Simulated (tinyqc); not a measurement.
Inside a calculation. Method: CIS and TDHF on RHF in the sto-3g basis, frozen core, for LiH, spin multiplicity 1. Computed by tinyqc, a small Python program that keeps every step (integrals from PySCF). Settings: charge = 0, multiplicity = 1, basis = sto-3g, method = RHF, frozen orbitals = 1, energy threshold = 1e-10, iteration cap = 57, orthogonalisation = symmetric, start = atomic densities, DIIS depth = 6, TDHF = 1. Command: `OMP_NUM_THREADS=1 python tinyqc.py 30110 30111 out.jsonl` (the two numbers bound the seeds that draw the settings). One thread of a shared host (Intel(R) Xeon(R) Processor @ 2.60GHz), about 0.07 s of CPU time with the checks. The early iterations of the SCF are left out here.

## One-electron integrals

Geometry (angstrom):

| atom | x | y | z |
|---|---|---|---|
| Li | 0.0000 | 0.0000 | 0.0000 |
| H | 0.0000 | 0.0000 | 1.4490 |

Basis sto-3g: exponents (1/bohr^2) and contraction coefficients of normalised primitives:

| element | l (shell) | exponent | coefficient |
|---|---|---|---|
| Li | s (1) | 16.1196 | 0.1543 |
| Li | s (1) | 2.9362 | 0.5353 |
| Li | s (1) | 0.7947 | 0.4446 |
| Li | s (2) | 0.6363 | -0.1000 |
| Li | s (2) | 0.1479 | 0.3995 |
| Li | s (2) | 0.0481 | 0.7001 |
| Li | p (3) | 0.6363 | 0.1559 |
| Li | p (3) | 0.1479 | 0.6077 |
| Li | p (3) | 0.0481 | 0.3920 |
| H | s (1) | 3.4253 | 0.1543 |
| H | s (1) | 0.6239 | 0.5353 |
| H | s (1) | 0.1689 | 0.4446 |

Overlap, kinetic and nuclear-attraction integrals over the contracted functions; the nuclear repulsion is the sum of Za Zb / Rab.

nuclear repulsion = 1.095605 hartree

overlap S, lower triangle:
```
         1Li 1s  1Li 2s  1Li 2px  1Li 2py  1Li 2pz   2H 1s
1Li 1s   1.0000
1Li 2s   0.2411  1.0000
1Li 2px  0.0000  0.0000   1.0000
1Li 2py  0.0000  0.0000   0.0000   1.0000
1Li 2pz  0.0000  0.0000   0.0000   0.0000   1.0000
2H 1s    0.0916  0.4330   0.0000   0.0000   0.5376  1.0000
```

kinetic energy T (hartree), lower triangle:
```
          1Li 1s  1Li 2s  1Li 2px  1Li 2py  1Li 2pz   2H 1s
1Li 1s    3.5768
1Li 2s   -0.0202  0.1022
1Li 2px   0.0000  0.0000   0.3197
1Li 2py   0.0000  0.0000   0.0000   0.3197
1Li 2pz   0.0000  0.0000   0.0000   0.0000   0.3197
2H 1s    -0.0174  0.0526   0.0000   0.0000   0.1529  0.7600
```

nuclear attraction V (hartree), lower triangle:
```
          1Li 1s   1Li 2s  1Li 2px  1Li 2py  1Li 2pz    2H 1s
1Li 1s   -8.3481
1Li 2s   -1.0524  -1.5149
1Li 2px   0.0000   0.0000  -1.4700
1Li 2py   0.0000   0.0000   0.0000  -1.4700
1Li 2pz  -0.0196  -0.1300   0.0000   0.0000  -1.5744
2H 1s    -0.4023  -0.8438   0.0000   0.0000  -1.0645  -2.3167
```

core Hamiltonian H = T + V (hartree), lower triangle:
```
          1Li 1s   1Li 2s  1Li 2px  1Li 2py  1Li 2pz    2H 1s
1Li 1s   -4.7713
1Li 2s   -1.0726  -1.4127
1Li 2px   0.0000   0.0000  -1.1504
1Li 2py   0.0000   0.0000   0.0000  -1.1504
1Li 2pz  -0.0196  -0.1300   0.0000   0.0000  -1.2547
2H 1s    -0.4198  -0.7912   0.0000   0.0000  -0.9116  -1.5567
```

## Two-electron integrals

Functions are numbered as in S; the eight-fold symmetry (ij|kl) = (ji|kl) = (kl|ij) leaves the list below.

Two-electron integrals (ij|kl) in chemists' order, unique and non-zero (hartree):
```
(11|11) 1.6804   (21|11) 0.2654   (21|21) 0.0499   (22|11) 0.3977
(22|21) 0.0929   (22|22) 0.2906   (31|31) 0.0090   (32|31) 0.0138
(32|32) 0.0642   (33|11) 0.3966   (33|21) 0.0929   (33|22) 0.2905
(33|33) 0.3129   (41|41) 0.0090   (42|41) 0.0138   (42|42) 0.0642
(43|43) 0.0169   (44|11) 0.3966   (44|21) 0.0929   (44|22) 0.2905
(44|33) 0.2792   (44|44) 0.3129   (51|51) 0.0090   (52|51) 0.0138
(52|52) 0.0642   (53|53) 0.0169   (54|54) 0.0169   (55|11) 0.3966
(55|21) 0.0929   (55|22) 0.2905   (55|33) 0.2792   (55|44) 0.2792
(55|55) 0.3129   (61|11) 0.0988   (61|21) 0.0187   (61|22) 0.0351
(61|33) 0.0347   (61|44) 0.0347   (61|51) 0.0022   (61|52) 0.0042
(61|55) 0.0360   (61|61) 0.0076   (62|11) 0.1758   (62|21) 0.0413
(62|22) 0.1304   (62|33) 0.1244   (62|44) 0.1244   (62|51) 0.0068
(62|52) 0.0364   (62|55) 0.1421   (62|61) 0.0182   (62|62) 0.0893
(63|31) 0.0038   (63|32) 0.0164   (63|53) 0.0061   (63|63) 0.0075
(64|41) 0.0038   (64|42) 0.0164   (64|54) 0.0061   (64|64) 0.0075
(65|11) 0.2026   (65|21) 0.0482   (65|22) 0.1584   (65|33) 0.1481
(65|44) 0.1481   (65|51) 0.0106   (65|52) 0.0557   (65|55) 0.1788
(65|61) 0.0224   (65|62) 0.1202   (65|65) 0.1654   (66|11) 0.3626
(66|21) 0.0867   (66|22) 0.2953   (66|33) 0.2705   (66|44) 0.2705
(66|51) 0.0179   (66|52) 0.1098   (66|55) 0.3443   (66|61) 0.0407
(66|62) 0.2459   (66|65) 0.3460   (66|66) 0.7746
```

## Orthogonalisation

S = U s U^T; symmetric (Loewdin) form X = U s^(-1/2) U^T, so that X^T S X = 1.

eigenvalues of S: 0.3068  0.7969  1.0000  1.0000  1.1628  1.7334

X, lower triangle:
```
          1Li 1s   1Li 2s  1Li 2px  1Li 2py  1Li 2pz   2H 1s
1Li 1s    1.0230
1Li 2s   -0.1249   1.1344
1Li 2px   0.0000   0.0000   1.0000
1Li 2py   0.0000   0.0000   0.0000   1.0000
1Li 2pz   0.0004   0.1384   0.0000   0.0000   1.1717
2H 1s    -0.0061  -0.3222   0.0000   0.0000  -0.4003  1.2833
```

## Iteration 8 (converged): orbitals

converged F (hartree), lower triangle:
```
          1Li 1s   1Li 2s  1Li 2px  1Li 2py  1Li 2pz    2H 1s
1Li 1s   -2.3435
1Li 2s   -0.6401  -0.2335
1Li 2px   0.0000   0.0000   0.1635
1Li 2py   0.0000   0.0000   0.0000   0.1635
1Li 2pz   0.0130  -0.1159   0.0000   0.0000  -0.0156
2H 1s    -0.2490  -0.2936   0.0000   0.0000  -0.2441  -0.1822
```

Diagonalise F' = X^T F X, C = X C', fill 2 alpha and 2 beta electrons from the bottom; D = 2 C_occ C_occ^T. Each column has its largest component positive (the first on a tie).

F' = X^T F X (hartree), lower triangle:
```
         1        2       3       4        5       6
1  -2.2898
2  -0.3447   0.0046
3   0.0000   0.0000  0.1635
4   0.0000   0.0000  0.0000  0.1635
5   0.0338   0.0297  0.0000  0.0000   0.1689
6  -0.0750  -0.2964  0.0000  0.0000  -0.3349  0.1382
```

orbital energies (hartree): MO1 -2.3462, MO2 -0.2976, MO3 0.0793, MO4 0.1635, MO5 0.1635, MO6 0.5865

coefficients C:
```
             MO1      MO2      MO3     MO4      MO5      MO6
1Li 1s    0.9910  -0.1791  -0.2079  0.0000   0.0000   0.0689
1Li 2s    0.0315   0.4411   0.8028  0.0000   0.0000  -0.7651
1Li 2px   0.0000   0.0000   0.0000  0.9102  -0.4141   0.0000
1Li 2py   0.0000   0.0000   0.0000  0.4141   0.9102   0.0000
1Li 2pz  -0.0077   0.3513  -0.6126  0.0000   0.0000  -1.0264
2H 1s     0.0087   0.5422  -0.1313  0.0000   0.0000   1.2648
```

D after iteration 8, lower triangle:
```
          1Li 1s  1Li 2s  1Li 2px  1Li 2py  1Li 2pz   2H 1s
1Li 1s    2.0283
1Li 2s   -0.0956  0.3911
1Li 2px   0.0000  0.0000   0.0000
1Li 2py   0.0000  0.0000   0.0000   0.0000
1Li 2pz  -0.1412  0.3095   0.0000   0.0000   0.2470
2H 1s    -0.1769  0.4788   0.0000   0.0000   0.3808  0.5880
```

Within a degenerate level the vectors are fixed only up to a rotation; this is one choice.

## Convergence

Stop when the energy changes by less than 1e-10 hartree and every element of the error matrix X^T (F D S - S D F) X is below 3e-06.

Course of the cycle:

| iteration | E (hartree) | change | largest element of the error matrix |
|---|---|---|---|
| 1 | -7.677693 | - | 2.21e-01 |
| 2 | -7.854606 | -1.77e-01 | 7.39e-02 |
| 3 | -7.861482 | -6.88e-03 | 1.85e-02 |
| 4 | -7.862377 | -8.95e-04 | 5.35e-03 |
| 5 | -7.862540 | -1.63e-04 | 2.29e-04 |
| 6 | -7.862540 | -1.67e-07 | 1.18e-05 |
| 7 | -7.862540 | -3.02e-10 | 7.69e-07 |
| 8 | -7.862540 | -9.41e-13 | 3.73e-08 |

PySCF RHF in the same basis = -7.862540 hartree

Converged in 8 iterations.

## Integrals over molecular orbitals

(pq|rs) = sum C_ip C_jq C_kr C_ls (ij|kl), one index at a time.

one-electron integrals over orbitals h = C^T H C (hartree), lower triangle:
```
         1        2        3        4        5        6
1  -4.7615
2   0.1121  -1.5528
3   0.1688   0.0370  -1.1363
4   0.0000   0.0000   0.0000  -1.1504
5   0.0000   0.0000   0.0000   0.0000  -1.1504
6  -0.0200  -0.1008   0.0332   0.0000   0.0000  -0.9250
```

Two-electron integrals over orbitals (pq|rs), unique and non-zero (hartree); the lowest 1 orbital is frozen and left out:
```
(22|22) 0.4979    (32|22) -0.0461   (32|32) 0.0117    (33|22) 0.2283
(33|32) 0.0055    (33|33) 0.3392    (42|42) 0.0243    (43|42) 0.0192
(43|43) 0.0414    (44|22) 0.2777    (44|32) 0.0042    (44|33) 0.2823
(44|44) 0.3129    (52|52) 0.0243    (53|52) 0.0192    (53|53) 0.0414
(54|54) 0.0169    (55|22) 0.2777    (55|32) 0.0042    (55|33) 0.2823
(55|44) 0.2792    (55|55) 0.3129    (62|22) 0.1352    (62|32) -0.0330
(62|33) -0.0077   (62|44) -0.0080   (62|55) -0.0080   (62|62) 0.1226
(63|22) -0.0508   (63|32) 0.0080    (63|33) 0.0361    (63|44) 0.0010
(63|55) 0.0010    (63|62) -0.0307   (63|63) 0.0263    (64|42) -0.0194
(64|43) -0.0139   (64|64) 0.0193    (65|52) -0.0194   (65|53) -0.0139
(65|65) 0.0193    (66|22) 0.4588    (66|32) -0.0415   (66|33) 0.2423
(66|44) 0.2698    (66|55) 0.2698    (66|62) 0.1434    (66|63) -0.0433
(66|66) 0.4569
```

## CIS matrix, singlets

A(ia,jb) = (e_a - e_i) d_ij d_ab + 2 (ia|jb) - (ij|ab).

CIS matrix A, singlet (hartree), lower triangle:
```
         2>3     2>4     2>5     2>6
2>3   0.1720
2>4   0.0000  0.2320
2>5   0.0000  0.0000  0.2320
2>6  -0.0152  0.0000  0.0000  0.6704
```

## CIS singlet states

dipole integrals <i|r|a> (bohr):
```
           x       y        z
2>3   0.0000  0.0000  -0.3554
2>4   0.8830  0.4017   0.0000
2>5  -0.4017  0.8830   0.0000
2>6   0.0000  0.0000   0.5728
```

Diagonalise A (1 hartree = 27.211386 eV); each vector has its largest component positive (the first on a tie). The transition dipole is mu = sqrt2 sum c_ia <i|r|a>.

singlet excitation energies (eV): 4.6680  6.3122  6.3122  18.2542

lowest vectors:
```
     state 1  state 2  state 3  state 4
2>3   0.9995   0.0000   0.0000  -0.0305
2>4   0.0000   0.6555   0.7552   0.0000
2>5   0.0000   0.7552  -0.6555   0.0000
2>6   0.0305   0.0000   0.0000   0.9995
```

oscillator strengths 2/3 w |mu|^2: 0.0261  0.2911  0.2911  0.3043

Within a degenerate level the vectors are fixed only up to a rotation; this is one choice.

## TDHF (RPA) singlet states

B(ia,jb) = 2 (ia|jb) - (ib|ja); the squared energies are the eigenvalues of (A - B)(A + B); 1 hartree = 27.211386 eV.

TDHF matrix B, singlet (hartree), lower triangle:
```
         2>3     2>4     2>5     2>6
2>3   0.0117
2>4   0.0000  0.0243
2>5   0.0000  0.0000  0.0243
2>6  -0.0330  0.0000  0.0000  0.1226
```

squared energies w^2 (hartree^2): 0.0290  0.0532  0.0532  0.4331

TDHF energies from the positive w^2 (eV): 4.6305  6.2775  6.2775  17.9089

## CIS matrix, triplets

A(ia,jb) = (e_a - e_i) d_ij d_ab - (ij|ab).

CIS matrix A, triplet (hartree), lower triangle:
```
        2>3     2>4     2>5     2>6
2>3  0.1486
2>4  0.0000  0.1834
2>5  0.0000  0.0000  0.1834
2>6  0.0508  0.0000  0.0000  0.4252
```

## CIS triplet states

Diagonalise A (1 hartree = 27.211386 eV); each vector has its largest component positive (the first on a tie).

triplet excitation energies (eV): 3.7969  4.9905  4.9905  11.8172

lowest vectors:
```
     state 1  state 2  state 3  state 4
2>3   0.9846   0.0000   0.0000   0.1750
2>4   0.0000   0.5412   0.8409   0.0000
2>5   0.0000   0.8409  -0.5412   0.0000
2>6  -0.1750   0.0000   0.0000   0.9846
```

Within a degenerate level the vectors are fixed only up to a rotation; this is one choice.

## TDHF (RPA) triplet states

B(ia,jb) = - (ib|ja); the squared energies are the eigenvalues of (A - B)(A + B); 1 hartree = 27.211386 eV.

TDHF matrix B, triplet (hartree), lower triangle:
```
         2>3      2>4      2>5      2>6
2>3  -0.0117
2>4   0.0000  -0.0243
2>5   0.0000   0.0000  -0.0243
2>6   0.0330   0.0000   0.0000  -0.1226
```

squared energies w^2 (hartree^2): 0.0174  0.0330  0.0330  0.1734

TDHF energies from the positive w^2 (eV): 3.5853  4.9465  4.9465  11.3301
